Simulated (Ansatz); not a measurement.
Input file:

```yaml
crystal:
  periodic: [false, false, false]
  atoms:
    - {symbol: Ga, position_ang: [-0.019922, 0.053079, 1.276503]}
    - {symbol: As, position_ang: [0.043743, -0.037708, -1.181813]}
    - {symbol: H, position_ang: [0.059295, -1.346619, 2.057531]}
    - {symbol: H, position_ang: [-1.267104, -0.818597, -1.161064]}
    - {symbol: H, position_ang: [-0.665593, 1.296400, -1.351122]}
basis:
  gaussian: {orbitals: def2-SVP}
total_charge: 1
magnetization: {spin_polarized: true, initial_magnetization: 0}
hamiltonian: {xc: {name: PBE}}
correlation: {method: bccd_t, electrons: outside_noble_gas}
accuracy: high
scf: {omitted_lower_state_checks: [cluster_reference]}
```

```sh
$ ansatz run in.yaml --threads 1 --pin off --events-out ev --progress --plain --max-ram 2393MiB
```

**Question.** Roughly how long does this take on 1 thread of Intel Xeon, shared host, and how much host memory?

**Answer.** 22 s wall and 0.5 GiB.

```
these checks for a lower state are left out or cut short: cluster_reference
1548 factors; integrals over basis functions are off by at most 7.4e-9 eV
mean field evaluation 1: about -113224.2189 eV, gradient 2.5e1 eV
mean field evaluation 2: about -113224.2105 eV, gradient 2.5e1 eV
mean field evaluation 4: about -113227.4425 eV, gradient 1.0e1 eV
mean field evaluation 8: about -113228.3861 eV, gradient 1.8e-1 eV
mean field evaluation 16: about -113228.3858 eV, gradient 2.8e-5 eV
mean field evaluation 32: about -113213.6743 eV, gradient 1.7e1 eV
mean field -113228.38581277 eV, -4161.0664296630 hartree, gradient 6.7e-8 eV, S^2 0.000000; 3 other end points of the search recorded, 0 dependent functions left out
28 core orbitals not correlated: weight in the atoms' cores, before any rotation towards them, 0.998 or more for the frozen orbitals, at most 0.001 for the correlated occupied ones
reference -113154.09027166 eV, -4158.3361188863 hartree; 5, 5 occupied and 46, 46 virtual orbitals, 1548 factors
second order -4.77080861 eV of doubles, -0.40502703 eV of singles
cycle   1  -5.65931694 eV  change   -4.9e-1 eV  update   7.1e-2
cycle   2  -5.84421461 eV  change   -1.8e-1 eV  update   2.8e-2
cycle   3  -5.91530555 eV  change   -7.1e-2 eV  update   1.2e-2
cycle   4  -5.91768934 eV  change   -2.4e-3 eV  update   3.5e-3
...
cycle  19  -5.91738437 eV  change   -4.1e-9 eV  update   3.0e-8
cycle  20  -5.91738437 eV  change  -5.5e-11 eV  update   2.2e-8
cycle  21  -5.91738439 eV  change   -1.7e-8 eV  update   1.2e-7
cycle  22  -5.91738440 eV  change   -1.0e-8 eV  update   4.0e-8
cycle  23  -5.91738439 eV  change    9.3e-9 eV  update   1.3e-8
cycle  24  -5.91738439 eV  change    2.4e-9 eV  update   5.3e-9
cycle  25  -5.91738438 eV  change   8.7e-10 eV  update   3.1e-9
cycle  26  -5.91738438 eV  change   4.0e-10 eV  update   2.0e-9
cycle  27  -5.91738438 eV  change   2.9e-10 eV  update   1.3e-9
cycle  28  -5.91738438 eV  change   1.6e-10 eV  update  8.1e-10
perturbative correction -0.18888131 eV, -0.0069412600 hartree
Total energy: -113160.19653735 eV, -4158.5605200116 hartree
Checks for a lower state left out: cluster_reference
```
